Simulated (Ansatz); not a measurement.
in.yaml

```yaml
crystal:
  periodic: [false, false, false]
  atoms:
    - {symbol: B, position_ang: [0.000000, 0.000000, 0.251900]}
    - {symbol: Al, position_ang: [0.000000, 0.000000, -1.688900]}
    - {symbol: H, position_ang: [0.000000, 0.000000, 1.437000]}
basis:
  gaussian: {orbitals: 6-31G}
magnetization: {spin_polarized: false, initial_magnetization: 3}
correlation: {method: ccsdtq, electrons: outside_noble_gas}
```

```sh
$ ansatz run in.yaml --threads 1 --pin off --events-out ev --progress --plain --max-ram 2393MiB
```

Log:

```
490 factors; integrals over basis functions are off by at most 1.6e-7 eV
mean field evaluation 1: about -7265.2900 eV, gradient 7.7e0 eV
mean field evaluation 2: about -7265.2929 eV, gradient 7.7e0 eV
mean field evaluation 4: about -7266.1548 eV, gradient 1.7e0 eV
mean field evaluation 8: about -7266.2386 eV, gradient 3.2e-1 eV
mean field evaluation 16: about -7265.2900 eV, gradient 7.7e0 eV
mean field evaluation 32: about -7266.2411 eV, gradient 1.1e-6 eV
mean field evaluation 64: about -7263.9122 eV, gradient 3.1e-4 eV
mean field -7266.24113045 eV, -267.0294363091 hartree, gradient 1.1e-6 eV, S^2 3.750000; 3 other end points of the search recorded, 0 dependent functions left out
determinant -7266.24113045 eV, -267.0294363091 hartree, with singles and doubles -7268.56522082 eV, -267.1148450548 hartree
determinant -7263.91217931 eV, -266.9438489332 hartree, with singles and doubles -7265.63506887 eV, -267.0071639567 hartree
6 core orbitals not correlated: weight in the atoms' cores, before any rotation towards them, 1.000 or more for the frozen orbitals, at most 0.000 for the correlated occupied ones
reference -7266.24113045 eV, -267.0294363091 hartree; 5, 2 occupied and 13, 16 virtual orbitals, 490 factors
second order -1.72679427 eV of doubles, -0.02961252 eV of singles
cycle   1  -2.10089550 eV  change   -3.4e-1 eV  update   6.9e-2
cycle   2  -2.37855300 eV  change   -2.8e-1 eV  update   3.8e-2
cycle   3  -2.40458389 eV  change   -2.6e-2 eV  update   1.8e-2
cycle   4  -2.42327317 eV  change   -1.9e-2 eV  update   1.1e-2
cycle   5  -2.42778553 eV  change   -4.5e-3 eV  update   4.2e-3
cycle   6  -2.42608693 eV  change    1.7e-3 eV  update   1.9e-3
cycle   7  -2.42598938 eV  change    9.8e-5 eV  update   6.4e-4
cycle   8  -2.42625108 eV  change   -2.6e-4 eV  update   3.3e-4
cycle   9  -2.42632935 eV  change   -7.8e-5 eV  update   1.2e-4
cycle  10  -2.42627730 eV  change    5.2e-5 eV  update   5.5e-5
cycle  11  -2.42628512 eV  change   -7.8e-6 eV  update   2.4e-5
cycle  12  -2.42629437 eV  change   -9.2e-6 eV  update   1.2e-5
cycle  13  -2.42630002 eV  change   -5.6e-6 eV  update   5.3e-6
cycle  14  -2.42630241 eV  change   -2.4e-6 eV  update   2.3e-6
cycle  15  -2.42630231 eV  change    9.1e-8 eV  update   9.9e-7
cycle  16  -2.42630194 eV  change    3.8e-7 eV  update   4.6e-7
Total energy: -7268.66743239 eV, -267.1186012606 hartree
```

For the same geometry and basis full CI lies 0.5 meV lower.

Ran on 1 thread of Arm Neoverse V1, shared host: 13 s wall, 0.16 GiB peak host memory.
